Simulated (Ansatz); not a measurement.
# SiH4S (Si(SH)H3): levels of theory compared

We compute a comparison of 6 runs (B2PLYP/STO-3G, B3LYP/STO-3G, PBE/STO-3G, MP2/STO-3G, CCSDT/STO-3G, CCSD/STO-3G) of SiH4S (Si(SH)H3). 

The calculation is run with Ansatz 0.2.0.

54 further runs of the same task are left out: 54 set aside as unsound or not needed.

## (1) Starting point

The species is SiH4S (6 atoms), meant as a singlet with charge 0. As SMILES, `[H][Si]([H])([H])S`. The H6–Si1 distance was set to 2.186 Å, away from the relaxed value. At this shape a bond of the SMILES string is far longer than usual.

Bond lengths: Si1–S2 2.147 Å, S2–H3 1.325 Å, Si1–H4 1.452 Å, Si1–H5 1.457 Å. Angles: Si1–S2–H3 97.0°, S2–Si1–H4 103.2°, S2–Si1–H5 107.7°, H4–Si1–H5 113.2°. A long bond or contact: Si1–H6 2.186 Å.

## (2) The energy at B2PLYP/STO-3G (run 1)

Input file job.yaml:

```yaml
basis:
  gaussian:
    orbitals: STO-3G
crystal:
  periodic: [false, false, false]
  atoms:
    - {symbol: Si, position_ang: [0.552261, 0.590732, -0.340863]}
    - {symbol: S, position_ang: [0.604771, 0.625092, 1.805187]}
    - {symbol: H, position_ang: [-0.705759, 0.665182, 1.998957]}
    - {symbol: H, position_ang: [1.957061, 0.584582, -0.706233]}
    - {symbol: H, position_ang: [-0.152179, 1.785872, -0.786443]}
    - {symbol: H, position_ang: [-0.500900, -1.225100, -0.952020]}
correlation:
  frozen_orbitals: {H: 0, S: 5, Si: 5}
accuracy: high
hamiltonian:
  xc: {name: B2PLYP}
```

Command:

```bash
$ ansatz run job.yaml --threads 1 --pin off --max-ram 2610MiB --events-out events.jsonl --progress --plain --runs-dir runs
```

Standard output:

```text
Warning: RAYON_NUM_THREADS=1 ignored (pool sized by the plan → 1); use --threads N
Functional definition: B2PLYP
  name "B2PLYP"
  parameter a = 0.53
  parameter c = 0.27
  exchange = (1 - a)*b88_x + a*exact_x
  correlation = (1 - c)*lyp_c + c*(mp2_os + mp2_ss)
388 factors; integrals over basis functions are off by at most 1.4e-8 eV
mean field evaluation 1: about -18552.4061 eV, gradient 1.9e1 eV
mean field evaluation 2: about -18552.3791 eV, gradient 1.9e1 eV
mean field evaluation 4: about -18554.1938 eV, gradient 8.5e-1 eV
mean field evaluation 8: about -18554.1965 eV, gradient 4.1e-3 eV
mean field evaluation 16: about -18554.1965 eV, gradient 3.5e-8 eV
mean field -18554.19653683 eV, -681.8541462422 hartree, gradient 3.3e-8 eV, S^2 0.000000; 0 other end points of the search recorded, 0 dependent functions left out; unrestricted orbitals would lower it
10 core orbitals not correlated: weight in the atoms' cores, before any rotation towards them, 1.000 or more for the frozen orbitals, at most 0.000 for the correlated occupied ones
reference -18554.19655529 eV, -681.8541469209 hartree; 7, 7 occupied and 5, 5 virtual orbitals, 388 factors
second order -3.09496124 eV of doubles, -0.00000000 eV of singles
Total energy: -18555.03219483 eV, -681.8848561073 hartree
```

Wall time 1.8 s (1 thread of Arm Neoverse V1, shared host); peak memory 0.1 GiB.

## (3) The energy at B3LYP/STO-3G (run 2)

Input file molecule.yaml:

```yaml
crystal:
  periodic: [false, false, false]
  atoms:
    - symbol: Si
      position_ang: [0.552261, 0.590732, -0.340863]
    - symbol: S
      position_ang: [0.604771, 0.625092, 1.805187]
    - symbol: H
      position_ang: [-0.705759, 0.665182, 1.998957]
    - symbol: H
      position_ang: [1.957061, 0.584582, -0.706233]
    - symbol: H
      position_ang: [-0.152179, 1.785872, -0.786443]
    - symbol: H
      position_ang: [-0.500900, -1.225100, -0.952020]
basis:
  gaussian:
    orbitals: STO-3G
accuracy: high
hamiltonian:
  xc: {name: B3LYP}
```

Command:

```bash
$ ansatz run molecule.yaml --threads 1 --pin off --max-ram 2610MiB --events-out events.jsonl --progress --plain --runs-dir runs
```

Standard output:

```text
Warning: RAYON_NUM_THREADS=1 ignored (pool sized by the plan → 1); use --threads N
Functional definition: B3LYP
  name "B3LYP"
  parameter a0 = 0.2
  parameter ax = 0.72
  parameter ac = 0.81
  exchange = (1 - a0 - ax)*slater_x + ax*b88_x + a0*exact_x
  correlation = (1 - ac)*vwn_rpa_c + ac*lyp_c
388 factors; integrals over basis functions are off by at most 1.4e-8 eV
mean field evaluation 1: about -18561.9549 eV, gradient 2.1e1 eV
mean field evaluation 2: about -18559.5254 eV, gradient 2.8e1 eV
mean field evaluation 4: about -18564.1667 eV, gradient 7.1e-1 eV
mean field evaluation 8: about -18564.1104 eV, gradient 4.7e-3 eV
mean field evaluation 16: about -18564.1104 eV, gradient 8.0e-9 eV
mean field -18564.11037218 eV, -682.2184729718 hartree, gradient 7.4e-9 eV, S^2 0.000000; 0 other end points of the search recorded, 0 dependent functions left out
reference -18564.11040088 eV, -682.2184740264 hartree; 17, 17 occupied and 5, 5 virtual orbitals, 388 factors
Total energy: -18564.11040088 eV, -682.2184740264 hartree
```

It took 1.4 s on 1 thread of Arm Neoverse V1, shared host; peak memory 0.099 GiB.

Runs 3 to 5 aren't shown in full; the table further down has their settings and results.

## (4) The energy at CCSD/STO-3G (run 6)

Input file input.yaml:

```yaml
crystal:
  periodic: [false, false, false]
  atoms:
    - symbol: Si
      position_ang: [0.552261, 0.590732, -0.340863]
    - symbol: S
      position_ang: [0.604771, 0.625092, 1.805187]
    - symbol: H
      position_ang: [-0.705759, 0.665182, 1.998957]
    - symbol: H
      position_ang: [1.957061, 0.584582, -0.706233]
    - symbol: H
      position_ang: [-0.152179, 1.785872, -0.786443]
    - symbol: H
      position_ang: [-0.500900, -1.225100, -0.952020]
basis:
  gaussian:
    orbitals: STO-3G
correlation:
  method: ccsd
  frozen_orbitals: {H: 0, S: 5, Si: 5}
accuracy: high
scf:
  omitted_lower_state_checks: [cluster_reference, increment]
```

Command:

```bash
$ ansatz run input.yaml --threads 1 --pin off --max-ram 2610MiB --events-out events.jsonl --progress --plain --runs-dir runs
```

Standard output, cut to the lines that bear on the results:

```text
Warning: RAYON_NUM_THREADS=1 ignored (pool sized by the plan → 1); use --threads N
Functional definition: HF
  name "HF"
[...]
388 factors; integrals over basis functions are off by at most 1.4e-8 eV
[...]
mean field -18530.17352452 eV, -680.9713168234 hartree, gradient 1.2e-8 eV, S^2 0.000000; 0 other end points of the search recorded, 0 dependent functions left out; unrestricted orbitals would lower it
10 core orbitals not correlated: weight in the atoms' cores, before any rotation towards them, 1.000 or more for the frozen orbitals, at most 0.000 for the correlated occupied ones
reference -18530.17352452 eV, -680.9713168234 hartree; 7, 7 occupied and 5, 5 virtual orbitals, 388 factors
second order -2.30514167 eV of doubles, -0.00000000 eV of singles
cycle   1  -3.04430681 eV  change   -7.4e-1 eV  update   9.5e-2
[...]
cycle  21  -3.53023526 eV  change  -7.8e-10 eV  update   1.2e-9
Total energy: -18533.70375978 eV, -681.1010505761 hartree
Checks for a lower state left out: cluster_reference, increment
```

Wall time 0.18 s (1 thread of Arm Neoverse V1, shared host).

## (5) All runs side by side

| run | level | frozen core orbitals | energy (Eh) | wall time |
| --- | --- | --- | --- | --- |
| 1 | B2PLYP/STO-3G | 10 | -681.884856 | 1.8 s |
| 2 | B3LYP/STO-3G | – | -682.218474 | 1.4 s |
| 3 | PBE/STO-3G | – | -681.859504 | 1.3 s |
| 4 | MP2/STO-3G | 10 | -681.056029 | 0.14 s |
| 5 | CCSDT/STO-3G | 10 | -681.103433 | 0.3 s |
| 6 | CCSD/STO-3G | 10 | -681.101051 | 0.18 s |

## (6) Results

| quantity | value |
| --- | --- |
| run 6: total energy | -681.10105 Eh |
| run 6: correlation energy (10 core orbitals frozen) | -129.7 mEh |
| run 6: T1 diagnostic | 0.009 |

In words: Totals of different functionals can't be ranked against each other. In runs 1, 4, 5, 6 the log says that unrestricted orbitals would lower the reference, so the values rest on an unstable closed-shell determinant (other closed-shell runs at this shape may share the fault). In runs 1, 2, 3, 4, 5, 6 the basis is minimal, so the values are rough. All runs together took 5.1 s, the longest 1.8 s.
